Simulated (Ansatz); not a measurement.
## Osmium, hcp: convergence with Gaussian smearing

Computed with Ansatz, LDA, scalar-relativistic PAW, on the relaxed cell (a = 2.718 Å, c = 4.284 Å (c/a = 1.577); spin not included). Errors count from a run at 420 eV on a Γ-centred 22×22×12 mesh with Fermi-Dirac smearing of 0.1 eV, extrapolated to zero width. Fixed here: cutoff 420 eV, mesh 13×13×8. The SCF starts from atomic densities corrected by a trained network.

| width (eV) | E(σ→0) error (meV/atom) | F error (meV/atom) | P (GPa) | SCF iterations |
| --- | --- | --- | --- | --- |
| 0.01 | 0.4 | 0.3 | -0.07 | 6 |
| 0.03 | 0.3 | 0.2 | -0.07 | 6 |
| 0.1 | 0.3 | -1.1 | -0.04 | 6 |
| 0.2 | 0.3 | -5.4 | 0.02 | 6 |
| 0.3 | 0.4 | -12.7 | 0.14 | 6 |
| 0.6 | 1.5 | -52.1 | 0.86 | 6 |
| 1.0 | 10.0 | -151.5 | 2.83 | 6 |
